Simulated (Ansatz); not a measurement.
C3H4O3 (ethylene carbonate): entropy by statistical mechanics

A singlet with charge 0, relaxed at PBE0-D4/def2-TZVP (Ansatz 0.2.0):

```xyz
10

O    -1.4510   -0.4788    2.2016
C    -0.8098   -0.2672    1.2287
O    -0.8418   -1.0159    0.1062
C     0.1763   -0.5806   -0.7847
C     0.5128    0.8080   -0.2609
O     0.0572    0.7570    1.0843
H     1.0223   -1.2701   -0.7204
H    -0.2173   -0.5805   -1.8002
H     1.5791    1.0298   -0.2660
H    -0.0277    1.5982   -0.7886
```

Harmonic wavenumbers in cm⁻¹: 157, 190, 532, 703, 733, 787, 896, 921, 988, 1094, 1135, 1164, 1169, 1247, 1254, 1395, 1414, 1518, 1527, 1935, 3070, 3074, 3139, 3152.

Masses in u: O 15.999, C 12.011, H 1.008. Take T = 298.15 K, p = 1 bar, R = 8.3145 J/(mol K), kT/hc = 207.22 cm⁻¹, rigid rotor and harmonic oscillator.

Question: Work out S° at 298 K.

Answer: 
1. Translation (Sackur–Tetrode): S = R[3/2 ln M + 5/2 ln T − 1.1517] with M = 88.062 gives 164.7 J/(mol K).
2. Rotation: principal moments 61.994, 130.069, 184.243 u Å² give A, B, C = 0.2719, 0.1296, 0.0915 cm⁻¹; the symmetry number is σ = 2; q = (√π/σ)√((kT/hc)³/ABC) = 46556; S = R(ln q + 3/2) = 101.8.
3. Vibration: with u = ν̃/207.22, each mode gives R[u/(eᵘ − 1) − ln(1 − e⁻ᵘ)]; the sum is 28.8, most from 157 cm⁻¹ (10.8), 190 cm⁻¹ (9.3), 532 cm⁻¹ (2.4).
4. Electronic: R ln 1 = 0.0, from the spin multiplicity alone.
5. Sum: 164.7 + 101.8 + 28.8 + 0.0 = 295.3 J/(mol K).

No measured value is set beside it here. Where a soft mode is a torsion, a harmonic oscillator describes it poorly.
